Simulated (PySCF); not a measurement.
## Spin-rotation constants: `Fc1pccs1`, C$_{3}$H$_{2}$FPS

Geometry:
| atom | x (Å) | y (Å) | z (Å) |
| --- | --- | --- | --- |
| F1 | 2.780 | -0.194 | 0.354 |
| C2 | 1.464 | -0.043 | 0.163 |
| P3 | 0.770 | 1.320 | -0.607 |
| C4 | -0.853 | 0.653 | -0.397 |
| C5 | -0.982 | -0.543 | 0.217 |
| S6 | 0.454 | -1.321 | 0.744 |
| H7 | -1.715 | 1.193 | -0.752 |
| H8 | -1.908 | -1.056 | 0.407 |

Method used: GIAO CAM-B3LYP/pcSseg-1 magnetisability, rotational g tensor and spin-rotation constants, non-relativistic, gas phase in PySCF 2.14.0. Geometry: GFN2-xTB.

(1) Give the nuclear spin-rotation constants along the inertial axes (H = +C I·J) beside the isotropic shieldings.

(2) How do the rotational constants and the g tensor change when H7, H8 are replaced by deuterium?

## Answers

(1) Rotational constants 3.2766, 3.0048, 1.5674 GHz. A star marks the isotopologue with that one atom substituted, in its own axes.
```csv
atom,isotope,Caa (kHz),Cbb (kHz),Ccc (kHz),mean (kHz),σ (ppm)
F1,19F,5.374,4.804,0.086,3.421,279.6
P3,31P,9.012,5.989,2.061,5.688,142.5
H7,1H,0.246,-0.179,-0.176,-0.036,24.2
H8,1H,0.101,-0.093,-0.172,-0.055,24.6
C2,13C*,2.222,1.329,0.492,1.348,-53.2
C4,13C*,1.621,1.161,0.229,1.004,36.0
C5,13C*,1.573,0.949,0.261,0.928,49.7
S6,33S*,1.500,1.248,0.495,1.081,196.7
```
For the geometry as given, no vibrational averaging.

(2) Constants 3.2086, 2.7963, 1.4942 GHz; g -0.0548, -0.0440, 0.0085, against -0.0560, -0.0469, 0.0090 before.
